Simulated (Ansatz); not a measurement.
Geometry optimisation, RKS revPBE/def2-SVP (Ansatz).

Input:

```yaml
crystal:
  periodic: [false, false, false]
  atoms:
    - { symbol: Si, position_ang: [0.0, 0.0, 0.0] }
    - { symbol: Cl, position_ang: [0.0, 0.0, 2.13] }
    - { symbol: H, position_ang: [1.3768, 0.0, -0.4862] }
    - { symbol: F, position_ang: [-0.7489, 1.2974, -0.5295] }
    - { symbol: H, position_ang: [-0.6877, -1.1914, -0.4862] }
basis:
  gaussian: { orbitals: def2-SVP }
hamiltonian:
  xc: revpbe
relax:
  f_tol: 0.02
  max_steps: 40
output:
  orbitals: {}
```

Command:

```bash
$ ansatz run input.yaml --threads 1 --pin off --max-ram 2048MiB --backend cpu --events-out ev --progress --plain --runs-dir out
```

Task: Where does it end, and by what steps?

Result: It converged. After 4 steps the energy has fallen by 0.099 eV; H5 moved furthest, 0.06 Å.

```tsv
step	energy less start (eV)	largest force component (eV/Å)	accepted
0	0.0000	1.638	yes
1	-0.0781	0.802	yes
2	-0.0982	0.203	yes
3	-0.0990	0.020	yes
4	-0.0990	0.001	yes
```

```xyz
5
Properties=species:S:1:pos:R:3
Si 0.010 -0.018 0.012
Cl 0.004 -0.006 2.085
H 1.426 0.030 -0.468
F -0.762 1.320 -0.532
H -0.738 -1.220 -0.468
```

Whether the end is a true minimum wasn't checked by a vibrational analysis.

The run took 3.7 s on 1 thread of Intel(R) Xeon(R) 6975P-C (Granite Rapids), on a shared host, peak memory 0.14 GiB.
